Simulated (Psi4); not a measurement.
**Two attempts at BH2Cl (SMILES BCl)**

Wanted: a single-point energy of BH2Cl, FNO-QCISD(T)/aug-cc-pVDZ (DKH3).

The calculation is run with Psi4 1.11.

## (1) The molecule

BH2Cl has 4 atoms, charge 0, and is taken as a singlet. SMILES: `BCl`. The coordinates come from a PBE0-D4/def2-TZVP relaxation.

Bond lengths: B1–Cl2 1.733 Å, B1–H3 1.190 Å, B1–H4 1.190 Å. Angles: Cl2–B1–H3 118.1°, Cl2–B1–H4 118.1°, H3–B1–H4 123.7°.

## (2) First attempt

calc.inp

```
memory 1.6 GB

molecule molecule1 {
  0 1
  B     -0.116700     0.021700    -0.075300
  Cl     1.365000    -0.395300     0.721200
  H     -1.106200    -0.559500     0.240400
  H     -0.086600     0.872800    -0.906600
  symmetry c1
}

set basis aug-cc-pVDZ
set scf_type pk
set freeze_core true
set scf_algo pk
set relativistic dkh
set dkh_order 3

result, w = energy("fno-qcisd(t)", return_wfn=True)
```

Command:

```sh
$ psi4 -i calc.inp -o calc.out -n 1
```

calc.out:

```text
Psi4 1.11 release

Error: option SCF_ALGO is not contained in the list of available options.

Did you mean?

RuntimeError:
Fatal Error: SCF_ALGO is not a valid option.

Printing out the relevant lines from the Psithon --> Python processed input file:
    ""","molecule1")
    core.IO.set_default_namespace("molecule1")
    core.set_global_option("BASIS", "aug-cc-pVDZ")
    core.set_global_option("SCF_TYPE", "pk")
    core.set_global_option("FREEZE_CORE", "true")
--> core.set_global_option("SCF_ALGO", "pk")
    core.set_global_option("RELATIVISTIC", "dkh")
    core.set_global_option("DKH_ORDER", 3)
    result, w = energy("fno-qcisd(t)", return_wfn=True)

!----------------------------------------------------------------------------------!
!                                                                                  !
! Fatal Error: SCF_ALGO is not a valid option.                                     !
!                                                                                  !
!----------------------------------------------------------------------------------!

    Psi4 run time: 0:00:00.03
```

It took 0.78 s on 1 thread of Intel Xeon 6975P-C (Granite Rapids), shared host; peak memory 0.14 GiB.

## (3) Diagnosis

The program refused the input.

The telling line is `Fatal Error: SCF_ALGO is not a valid option.`. What is wrong: the input text is malformed or holds a word that the program doesn't know.

## (4) Try two

calc.dat

```
memory 1.6 GB

molecule m {
  0 1
  B     -0.116700     0.021700    -0.075300
  Cl     1.365000    -0.395300     0.721200
  H     -1.106200    -0.559500     0.240400
  H     -0.086600     0.872800    -0.906600
  symmetry c1
}

set globals {
  basis aug-cc-pVDZ
  scf_type pk
  freeze_core true
  relativistic dkh
  dkh_order 3
}

e_tot, wfn = energy('fno-qcisd(t)', return_wfn=True)
```

Command:

```sh
$ psi4 -i calc.dat -o calc.out -n 1
```

calc.out:

```text
[...]
  Running in c1 symmetry.
[...]
  Nuclear repulsion =   37.783015982108225
[...]
  Multiplicity = 1
[...]
  Nalpha       = 12
  Nbeta        = 12
[...]
    Number of basis functions: 68
[...]
   @RHF iter   1:  -486.57484126267718   -5.47287e-01   1.54995e-03 ADIIS/DIIS
[...]
   @RHF iter  10:  -486.58695099175935   -3.24007e-12   3.45169e-09 DIIS
[...]
    Orbital Energies [Eh]
    ---------------------
    Doubly Occupied:
       1A   -105.223612     2A    -10.637315     3A     -8.052680
       4A     -8.050488     5A     -8.049746     6A     -7.677121
       7A     -1.126415     8A     -0.709346     9A     -0.566852
      10A     -0.544130    11A     -0.488587    12A     -0.439228
[...]
  @RHF Final Energy:  -486.58695099175935
   => Energetics <=
    Nuclear Repulsion Energy =             37.7830159821082248
    One-Electron Energy =                -745.6088932606955950
    Two-Electron Energy =                 221.2389262868279900
    Total Energy =                       -486.5869509917592950
[...]
 Multipole Moments:
 ------------------------------------------------------------------------------------
     Multipole            Electronic (a.u.)      Nuclear  (a.u.)        Total (a.u.)
 ------------------------------------------------------------------------------------
 L = 1.  Multiply by 2.5417464519 to convert [e a0] to [Debye]
 Dipole X            :          1.9324676           -2.2620037           -0.3295361
 Dipole Y            :         -0.5437192            0.6365030            0.0927838
 Dipole Z            :          1.0386417           -1.2158337           -0.1771920
 Magnitude           :                                                    0.3854865
[...]
      * MP2 total energy:                   -486.822124340939
[...]
      * MP2 total energy:                   -486.822124340939
[...]
      * MP3 total energy:                   -486.847626927882
[...]
      * QCISD total energy:                 -486.850697282650
[...]
```

Run time: 4.5 s. Hardware: 1 thread of Intel Xeon 6975P-C (Granite Rapids), shared host; peak memory 0.35 GiB.

## (5) Outcome

At FNO-QCISD(T)/aug-cc-pVDZ (DKH3):

| quantity | value |
| --- | --- |
| total energy | -486.85767 Eh |
| HOMO energy (Hartree–Fock orbitals) | -11.95 eV |
| LUMO energy (Hartree–Fock orbitals) | 1.07 eV |
| HOMO–LUMO gap (Hartree–Fock orbitals) | 13.02 eV |
| correlation energy (6 core orbitals frozen) | -270.7 mEh |
| T1 diagnostic | 0.013 |
